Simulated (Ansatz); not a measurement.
A made-up structure of CHS₂ (charge -1), singlet:

| atom | x (Å) | y (Å) | z (Å) |
| --- | --- | --- | --- |
| S1 | -2.9558 | 2.0833 | -0.7141 |
| C2 | -0.0134 | -0.0215 | 0.0697 |
| S3 | -1.2371 | 0.8797 | -0.6279 |
| H4 | -0.2107 | -0.3384 | 1.0997 |

It is relaxed with PBE-D4/def2-SVPD and then PBE0-D4/def2-TZVPD (Ansatz 0.2.0). Atoms count as bonded within 1.22 times the sum of their covalent radii (H–H: 0.88 Å). The end point is not checked to be a true minimum.

Task: Does its bonding change? (Judge from chemistry; the calculation decides.)

Result: By the calculation: No: no bond forms or breaks.

Where it ends: The first stage lowers the energy by 1.09 eV in 9 steps. It ends as CHS₂ ([CH][S][S]), total charge -1:
S1  (-2.707, 1.781, -0.345)
C2  (-0.130, -0.010, 0.060)
S3  (-0.997, 0.884, -0.952)
H4  (-0.583, -0.053, 1.064)
(Å)

Labels in which every atom is bracketed show which atoms are joined, not bond orders.

For scale, one of the runs: PBE0-D4/def2-TZVPD relaxation, 138 basis functions, launched by `ansatz run in.yaml --threads 2 --pin off --events-out ev --progress --plain --max-ram 4352MiB`. Hardware: 2 CPU threads of an Intel Xeon Platinum 8259CL, shared host. Wall time about 24 s.
